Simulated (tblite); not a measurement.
Compound: C₅H₆N (doublet state).
Numbering: `[CH3:1][n:2]1[cH:3][c:4][cH:5][cH:6]1` (hydrogens: H7, H8, H9 on C1; H10 on C3; H11 on C5; H12 on C6)

The geometry is computed with GFN2-xTB (gas phase). This method treats the open shell by occupation alone, without spin polarisation.

What internal coordinates does the optimisation give?

```json
{"bond": "C1–N2", "length (bohr)": "2.712", "order": "single"}
{"bond": "N2–C3", "length (bohr)": "2.587", "order": "aromatic"}
{"bond": "C3–C4", "length (bohr)": "2.567", "order": "aromatic"}
{"bond": "C4–C5", "length (bohr)": "2.636", "order": "aromatic"}
{"bond": "C5–C6", "length (bohr)": "2.599", "order": "aromatic"}
{"bond": "N2–C6", "length (bohr)": "2.571", "order": "aromatic"}
{"bond": "C1–H7, C1–H8, C1–H9", "length (bohr)": "2.063", "order": "single"}
{"bond": "C3–H10", "length (bohr)": "2.023", "order": "single"}
{"bond": "C5–H11", "length (bohr)": "2.024", "order": "single"}
{"bond": "C6–H12", "length (bohr)": "2.028", "order": "single"}
```

Bonds in one row agree within 0.02 bohr and their mean is given. Orders are formal, as drawn. A selection of angles:
```json
{"angle": "N2–C1–H7", "degrees": "109.7"}
{"angle": "N2–C1–H8", "degrees": "111.2"}
{"angle": "H7–C1–H8", "degrees": "108.6"}
{"angle": "C1–N2–C3", "degrees": "125.7"}
{"angle": "C1–N2–C6", "degrees": "125.6"}
{"angle": "C3–N2–C6", "degrees": "108.6"}
{"angle": "N2–C3–C4", "degrees": "106.9"}
{"angle": "N2–C3–H10", "degrees": "121.7"}
{"angle": "C4–C3–H10", "degrees": "131.4"}
{"angle": "C3–C4–C5", "degrees": "110.0"}
{"angle": "C4–C5–C6", "degrees": "105.1"}
{"angle": "C4–C5–H11", "degrees": "128.1"}
{"angle": "C6–C5–H11", "degrees": "126.9"}
{"angle": "C5–C6–H12", "degrees": "129.3"}
{"angle": "N2–C6–C5", "degrees": "109.4"}
{"angle": "N2–C6–H12", "degrees": "121.2"}
```

The 5-membered ring N2–C3–C4–C5–C6 has internal angles of 105.1° to 110.0°; it is planar, 0.00 Å rms from its mean plane, widest ring torsion 1°. The C–N distances run from 1.360 Å (N2–C6, aromatic) to 1.435 Å (C1–N2, drawn single), a spread of 0.075 Å. C4 (carbon bonded to 2 C) is bent (angle 110.0°). C5 (carbon bonded to 2 C and H) is planar (angles 128.1°, 126.9° and 105.1°, sum 360.0°, 0.00 Å off the plane of its three neighbours). The 6 heavy atoms lie in one plane (0.007 Å rms). C6 (carbon bonded to C, N and H) is planar (angles 129.3°, 121.2° and 109.4°, sum 360.0°, 0.00 Å off the plane of its three neighbours). C3 (carbon bonded to C, N and H) is planar (angles 131.4°, 121.7° and 106.9°, sum 360.0°, 0.00 Å off the plane of its three neighbours).

GFN2-xTB frequencies show an imaginary mode (26i cm⁻¹), so the point is no minimum at that level. 2 starts were optimised and ended at 0.00 and 0.04 kcal/mol (GFN2-xTB); the lowest of these is shown.
